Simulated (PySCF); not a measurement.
## Boron: a sound run and one with changed settings

Sound run: B [He] 2s2 2p1, B⁺ [He] 2s2. Calculation: PySCF 2.14, in x2c-TZVPall (5s3p2d1f, 31 functions); scalar relativity by spin-free X2C-1e. In the sound run the correlated levels freeze 1s2. The sound run starts from symmetry-adapted Hartree-Fock orbitals and uses a fine grid where one is needed.

Changed run: a valence shell is frozen. This setting is unsound on purpose.

Ionisation energy of B:

| method | sound run (eV) | changed run (eV) |
| --- | --- | --- |
| UHF | 8.038 | 8.038 |
| MP2 | 8.258 | 8.038 |
| SCS-MP2 | 8.228 | 8.038 |
| CCSD | 8.169 | 8.038 |
| CCSD(T) | 8.205 | 8.038 |
| CCSDT | n/a | 8.038 |
| FCI | n/a | 8.038 |

Freezing a valence shell removes pair correlation that changes on ionisation.

For comparison, NIST gives 8.298 eV between the lowest levels.
